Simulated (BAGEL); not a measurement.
# [Si2NH6]− (SMILES [SiH3][N-][SiH3]) at HF/STO-3G (density fitting with qzvpp-jkfit)

What is the vertical ionisation energy of [Si2NH6]− at HF/STO-3G (density fitting with qzvpp-jkfit)? 

The results are computed with BAGEL 1.2.2.

3 further runs of the same task are left out: 1 that didn't finish, 2 set aside as unsound or not needed.

## (1) The structure to begin with

[Si2NH6]−: 9 atoms, total charge -1, spin state singlet. SMILES: `[SiH3][N-][SiH3]`. Geometry: relaxed at GFN2-xTB.

Bond lengths: Si1–N2 1.666 Å, N2–Si3 1.666 Å, Si1–H4 1.502 Å, Si1–H5 1.492 Å, Si1–H6 1.503 Å, Si3–H7 1.491 Å, Si3–H8 1.502 Å, Si3–H9 1.503 Å. Some angles: Si1–N2–Si3 137.5°, N2–Si1–H4 118.4°, N2–Si1–H5 108.4°, N2–Si1–H6 118.4°, N2–Si3–H7 108.4°, N2–Si3–H8 118.4°, N2–Si3–H9 118.4°, H4–Si1–H5 104.3°, H4–Si1–H6 101.4°, H5–Si1–H6 104.3°.

## (2) The energy at HF/STO-3G (density fitting with qzvpp-jkfit)

Contents of input.json:

```json
{ "bagel": [

{
  "title": "molecule",
  "basis": "sto-3g",
  "df_basis": "qzvpp-jkfit",
  "angstrom": true,
  "geometry": [
    { "atom": "Si", "xyz": [   -0.698360,    1.051130,   -0.905720 ] },
    { "atom": "N", "xyz": [    0.561900,    0.137260,   -0.312440 ] },
    { "atom": "Si", "xyz": [    0.788820,   -1.029780,    0.854400 ] },
    { "atom": "H", "xyz": [   -1.847020,    0.341040,   -1.563290 ] },
    { "atom": "H", "xyz": [   -0.166370,    1.952870,   -1.968090 ] },
    { "atom": "H", "xyz": [   -1.418720,    1.972850,    0.037610 ] },
    { "atom": "H", "xyz": [    2.232040,   -1.405700,    0.869370 ] },
    { "atom": "H", "xyz": [    0.066700,   -2.338580,    0.704540 ] },
    { "atom": "H", "xyz": [    0.481000,   -0.681090,    2.283590 ] }
  ]
},
{
  "title": "hf",
  "charge": -1
},
{
  "title": "print",
  "file": "orbitals.molden",
  "orbitals": true
}

]}
```

Run with:

```console
$ BAGEL_NUM_THREADS=1 BAGEL input.json > input.out
```

The program printed:

```text
* using 1 threads per process

  ===============================================================
  ===============================================================

  *** Geometry ***

  { "atom" : "Si", "xyz" : [     -1.319709,      1.986348,     -1.711563 ] },
  { "atom" : "N", "xyz" : [      1.061837,      0.259384,     -0.590426 ] },
  { "atom" : "Si", "xyz" : [      1.490654,     -1.946002,      1.614582 ] },
  { "atom" : "H", "xyz" : [     -3.490362,      0.644472,     -2.954190 ] },
  { "atom" : "H", "xyz" : [     -0.314394,      3.690389,     -3.719151 ] },
  { "atom" : "H", "xyz" : [     -2.680992,      3.728146,      0.071073 ] },
  { "atom" : "H", "xyz" : [      4.217944,     -2.656388,      1.642871 ] },
  { "atom" : "H", "xyz" : [      0.126045,     -4.419276,      1.331388 ] },
  { "atom" : "H", "xyz" : [      0.908958,     -1.287074,      4.315360 ] },

  Number of auxiliary basis functions:      441

  Since a DF basis is specified, we compute 2- and 3-index integrals:
    o Being stored without compression. Storage requirement is 0.003 GB

  Number of basis functions:       29
  Number of electrons      :       41

    * METHOD: MOLECULE                             0.13

  *** RHF ***

  === Nuclear Repulsion ===
   147.2928637377

      * DIIS with orbital gradients will be used.

  === RHF iteration (sto-3g) ===
      0       -628.10970406          0.01933414           0.02
      1       -628.19480018          0.01074181           0.02
      2       -628.23060783          0.00110772           0.02
      3       -628.23122960          0.00018768           0.01
      4       -628.23125608          0.00003354           0.02
      5       -628.23125718          0.00000682           0.02
      6       -628.23125724          0.00000172           0.01
      7       -628.23125724          0.00000026           0.02
      8       -628.23125724          0.00000005           0.02
      9       -628.23125724          0.00000001           0.02
    * SCF iteration converged.

    * Permanent dipole moment:
           (    0.373530,     0.092293,    -0.205601) a.u.

    * METHOD: HF                                   0.23

    * METHOD: PRINT                                0.00

  ===============================================================
```

Run time: 0.52 s. Hardware: 1 thread of Arm Neoverse V2, shared host; peak memory 0.081 GiB.

## (3) Doublet neutral Si2NH6 at the same level

Edit input.json of step 2 so:

```diff
@@ -19,11 +19,4 @@
 },
-{
-  "title": "hf",
-  "charge": -1
-},
-{
-  "title": "print",
-  "file": "orbitals.molden",
-  "orbitals": true
-}
+{ "title": "uhf", "nopen": 1 },
+{ "title": "print", "file": "orbitals.molden", "orbitals": true }
```

Run with:

```console
$ BAGEL_NUM_THREADS=1 BAGEL input.json > input.out
```

The program printed:

```text
* using 1 threads per process

  ===============================================================
  ===============================================================

  *** Geometry ***

  { "atom" : "Si", "xyz" : [     -1.319709,      1.986348,     -1.711563 ] },
  { "atom" : "N", "xyz" : [      1.061837,      0.259384,     -0.590426 ] },
  { "atom" : "Si", "xyz" : [      1.490654,     -1.946002,      1.614582 ] },
  { "atom" : "H", "xyz" : [     -3.490362,      0.644472,     -2.954190 ] },
  { "atom" : "H", "xyz" : [     -0.314394,      3.690389,     -3.719151 ] },
  { "atom" : "H", "xyz" : [     -2.680992,      3.728146,      0.071073 ] },
  { "atom" : "H", "xyz" : [      4.217944,     -2.656388,      1.642871 ] },
  { "atom" : "H", "xyz" : [      0.126045,     -4.419276,      1.331388 ] },
  { "atom" : "H", "xyz" : [      0.908958,     -1.287074,      4.315360 ] },

  Number of auxiliary basis functions:      441

  Since a DF basis is specified, we compute 2- and 3-index integrals:
    o Being stored without compression. Storage requirement is 0.003 GB

  Number of basis functions:       29
  Number of electrons      :       41

    * METHOD: MOLECULE                             0.13

  *** Open-shell HF ***

  === Nuclear Repulsion ===
   147.2928637377

      * DIIS with orbital gradients will be used.

  === UHF iteration (sto-3g) ===
      0       -628.31243744          0.02477027           0.03
      1       -628.37789634          0.00860315           0.03
      2       -628.38801452          0.00302151           0.03
      3       -628.38924059          0.00098329           0.03
      4       -628.38953360          0.00008630           0.03
      5       -628.38955918          0.00002855           0.03
      6       -628.38956706          0.00001004           0.03
      7       -628.38956920          0.00000786           0.03
      8       -628.38957040          0.00000556           0.03
      9       -628.38957060          0.00000460           0.03
     10       -628.38957062          0.00000433           0.03
     11       -628.38957067          0.00000267           0.03
     12       -628.38957070          0.00000116           0.03
     13       -628.38957076          0.00000036           0.03
     14       -628.38957077          0.00000012           0.03
     15       -628.38957077          0.00000006           0.03
     16       -628.38957077          0.00000002           0.03
     17       -628.38957078          0.00000001           0.03
    * SCF iteration converged.

    * S^2 (UHF) is 0.7599

    * Permanent dipole moment:
           (    0.388364,     0.101376,    -0.207842) a.u.

    * METHOD: UHF                                  0.64

    * METHOD: PRINT                                0.00

  ===============================================================
```

It took 0.93 s on 1 thread of Arm Neoverse V2, shared host; peak memory 0.081 GiB.

## (4) Results

At HF/STO-3G (density fitting with qzvpp-jkfit):

| quantity | value |
| --- | --- |
| singlet [Si2NH6]−: total energy | -628.23126 Eh |
| singlet [Si2NH6]−: HOMO energy | 1.67 eV |
| singlet [Si2NH6]−: LUMO energy | 19.69 eV |
| singlet [Si2NH6]−: HOMO–LUMO gap (to an unbound level, set by the basis) | 18.02 eV |
| doublet neutral Si2NH6: total energy | -628.38957 Eh |
| doublet neutral Si2NH6: dipole moment | 1.15 D |
| doublet neutral Si2NH6: ⟨S²⟩ | 0.760 |
| vertical detachment energy (to the doublet neutral) | -4.308 eV |

**Reading.** The species is unbound against losing an electron at this level, by 4.31 eV (−99 kcal/mol); missing correlation or diffuse functions can give that sign where the real anion is bound. In a minimal basis such a difference can be off by several eV, whatever the method. The HOMO (singlet [Si2NH6]−) lies at positive energy, 1.67 eV: the electron is unbound at this level or held by a compact basis; values depend on the basis.
